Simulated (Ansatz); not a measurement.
`[CH3][MgH]` + `O[SiH3]` → `[MgH][O][SiH3]` + CH₄ at 700 K and 1 bar (ligand exchange at a Mg–C bond).

Program: Ansatz. Geometries: PBE0-D4/def2-TZVP. ΔE: electronic, gas phase. CBS: MP2 limit from def2 TZ/QZ plus the TZ coupled-cluster correction, frozen cores. This one scheme is used for every species. For Mg outer-core shells are correlated without core-valence functions, which leaves a few kJ/mol of doubt a bond.

```csv
species,CCSD(T)/CBS energy (Eh),H − E (kJ/mol),S (J/(mol·K))
`[CH3][MgH]`,-240.32644,147.8,316.2
`O[SiH3]`,-366.69042,144.6,321.6
`[MgH][O][SiH3]`,-566.62487,148.9,387.9
CH₄,-40.46206,145.9,224.0
```

H − E and S are ideal-gas, rigid-rotor, harmonic terms from PBE0-D4/def2-TZVP. 1 Eh = 2625.50 kJ/mol, R = 8.31446 J/(mol·K).

Task: By hand: ΔE, ΔH, ΔS and ΔG.

Result: ΔE = (-566.62487) + (-40.46206) − (-240.32644) − (-366.69042) = -0.07007 Eh = -184.0 kJ/mol. Δ(H − E) = 148.9 + 145.9 − 147.8 − 144.6 = 2.4, so ΔH = -181.6 kJ/mol. ΔS = 387.9 + 224.0 − 316.2 − 321.6 = -25.9 J/(mol·K). ΔG = -181.6 − 700 × (-25.9)/1000 = -163.5 kJ/mol.

Task: By hand: the equilibrium constant, and the temperature at which ΔG would vanish if ΔH and ΔS stayed fixed.

Result: log₁₀ K = −ΔG/(RT ln 10) = 12.2. ΔG = 0 at ΔH/ΔS = 7012 K, far beyond where these terms or the molecules hold.

ΔH outweighs TΔS. A doubt of 5 kJ/mol in ΔE shifts log₁₀ K by 0.4 here. These are equilibria of isolated gas molecules and say nothing of rates. Largest T1 diagnostic: 0.011 (customary marks: 0.02 for closed shells, 0.045 for open ones).
